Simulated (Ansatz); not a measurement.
in.yaml

```yaml
crystal:
  periodic: [false, false, false]
  atoms:
    - {symbol: Mo, position_ang: [0.000000, 0.000000, 0.000000]}
    - {symbol: N, position_ang: [0.000000, 0.000000, 1.833800]}
basis:
  gaussian: {orbitals: def2-SVP}
magnetization: {spin_polarized: true, initial_magnetization: 3}
hamiltonian: {xc: {name: BHLYP}}
```

```sh
$ ansatz run in.yaml --threads 1 --pin off --events-out ev --progress --plain --max-ram 2393MiB
```

Output:

```
469 factors; integrals over basis functions are off by at most 1.3e-3 eV
mean field evaluation 1: about -3327.3308 eV, gradient 4.4e1 eV
mean field evaluation 2: about -3238.2093 eV, gradient 1.2e2 eV
mean field evaluation 4: about -3335.8997 eV, gradient 7.9e0 eV
mean field evaluation 8: about -3336.3415 eV, gradient 1.3e0 eV
mean field evaluation 16: about -3337.0003 eV, gradient 2.5e-4 eV
mean field evaluation 32: about -3306.3357 eV, gradient 5.6e1 eV
mean field evaluation 64: about -3336.8454 eV, gradient 1.0e0 eV
mean field evaluation 96: about -3337.0001 eV, gradient 4.9e-2 eV
mean field evaluation 128: about -3337.0003 eV, gradient 5.4e-4 eV
mean field evaluation 160: about -3323.9060 eV, gradient 1.8e1 eV
mean field evaluation 192: about -3333.4910 eV, gradient 7.5e0 eV
mean field -3337.00034565 eV, -122.6325008026 hartree, gradient 3.7e-5 eV, S^2 4.660230; 9 other end points of the search recorded, 0 dependent functions left out
reference -3337.00047263 eV, -122.6325054688 hartree; 12, 9 occupied and 33, 36 virtual orbitals, 469 factors
Total energy: -3337.00047263 eV, -122.6325054688 hartree
```

Ran on 1 thread of Arm Neoverse V1, shared host: 14 s wall, 0.15 GiB peak host memory.
